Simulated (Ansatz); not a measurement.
Take a crystal in which N has been replaced by P on all its sites, with the cell rescaled by a rough guess (in some cases also distorted within its space group) and nothing relaxed:

```xyz
14
Lattice="8.3070 0.0000 0.0000 -4.1535 7.1940 0.0000 0.0000 0.0000 5.5829" Properties=species:S:1:pos:R:3 pbc="T T T"
Sr    4.8116    4.6764    1.3957
Sr    5.7976    0.6889    1.3957
Sr    1.8513    1.8288    1.3957
Sr   -0.6581    2.5176    4.1872
Sr   -1.6441    6.5052    4.1872
Sr    2.3022    5.3653    4.1872
W     4.1535    2.3980    4.1872
W     0.0000    4.7960    1.3957
P     4.9310    4.1763    4.1872
P     5.3048    0.8355    4.1872
P     2.2246    2.1822    4.1872
P    -0.7776    3.0177    1.3957
P    -1.1513    6.3586    1.3957
P     1.9289    5.0118    1.3957
```

The calculation used DFT PBEsol, scalar-relativistic, plane waves, PAW in Ansatz 0.2.0.

Cutoff 420 eV; k points 6×6×6 on the computed 14-atom cell (Γ-centred); Gaussian smearing, width 0.10 eV; no spin polarisation.

Will this cell want to expand or contract, and how hard?

The pressure is 30.2 GPa (positive in compression), so the cell would expand.

Is it a metal on this mesh?

Yes, a band crosses the Fermi level.

What is its energy against the elements in their standard states?

+0.159 eV/atom at this unrelaxed geometry, with the elements in the same functional.

Spin-orbit coupling is left out, which matters for the bands of heavy elements.